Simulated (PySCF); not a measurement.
Numbering as in the mapped SMILES `[CH:1]#[C:2][C@H:3]([S-:4])[C:5]#[N:6]`. Each H is labelled by its parent atom.

Geometry: PBE0-D3(BJ)/def2-SVP; GIAO shifts from PySCF 2.14.0 with density-fitted response routines, gas phase, non-relativistic, averaged over equivalent atoms.

At PBE0/pcSseg-1 (119 basis functions, 10 s wall time on 1 thread of an x86-64 server CPU, shared host):
```json
{"atoms": "C5", "δ (ppm)": "128.7"}
{"atoms": "C2", "δ (ppm)": "93.9"}
{"atoms": "C1", "δ (ppm)": "66.7"}
{"atoms": "C3", "δ (ppm)": "24.0"}
{"atoms": "S4", "δ (ppm)": "-3.5"}
{"atoms": "N6", "δ (ppm)": "278.6"}
{"atoms": "H(C3)", "δ (ppm)": "4.54"}
{"atoms": "H(C1)", "δ (ppm)": "1.64"}
```

Shifts are taken against calculated references (same method and geometry level): TMS for 13C (σref 184.41), 1H (σref 31.27); CS2 for 33S (σref 495.66); 15N (σref 265.67) against NH3.

Predict the values at wB97X-D/pcSseg-2 on the same geometry.

Answers


| atoms | δ at wB97X-D/pcSseg-2 | change |
| --- | --- | --- |
| C5 | 135.6 | +6.9 |
| C2 | 99.7 | +5.8 |
| C1 | 67.7 | +1.0 |
| C3 | 24.1 | +0.1 |
| S4 | 13.3 | +16.8 |
| N6 | 272.0 | -6.6 |
| H(C3) | 4.40 | -0.14 |
| H(C1) | 1.52 | -0.12 |

Chemical shifts δ = σref − σ; 13C (σ = 184.42 ppm), 1H (σ = 31.36 ppm) vs TMS; 33S (σ = 499.87 ppm) against CS2; NH3 for 15N (σ = 260.06 ppm), all at this level.

The largest change is at S4 (sulfur bonded to C). Cost: 251 basis functions, 38 s wall time on 1 thread of an x86-64 server CPU, shared host. The order of the carbon signals is the same at both levels.

Experimental scales use liquid or dissolved standards, which lie at an offset from isolated NH3 (liquid NH3: subtract about 20 ppm). Unscaled 15N shifts of sp2 nitrogen come out 20 to 40 ppm too high even then.
